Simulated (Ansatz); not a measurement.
Cartesian coordinates (Å):
```xyz
9

C     -0.9340    -0.2527     0.0575
C      0.3279     0.5928     0.1270
S      1.6982    -0.0215    -0.9181
H     -1.2921    -0.3359    -0.9688
H     -0.7499    -1.2614     0.4318
H     -1.7254     0.1920     0.6668
H      0.6843     0.6919     1.1522
H      0.1415     1.6004    -0.2475
H      1.8496    -1.2055    -0.3008
```
Charge +1, spin multiplicity 2.

The numbers are results of frozen-core CCSD(T)/def2-TZVPP // B3LYP-D3(BJ)/def2-TZVP run with Ansatz (a quantum-chemistry and plane-wave program), not measurements. The geometry is that of the parent before the electron was removed.

HF energy: -476.50317 Ha
MP2 correlation energy: -0.49498 Ha

Problem. Estimate the CCSD correlation energy, the (T) correction, the total energy and the T1 diagnostic.

Solution. 
```yaml
CCSD correlation energy: -0.54324 Ha
"(T) correction": -0.02131 Ha
CCSD(T) total energy: -477.06772 Ha
T1 diagnostic: 0.015
```
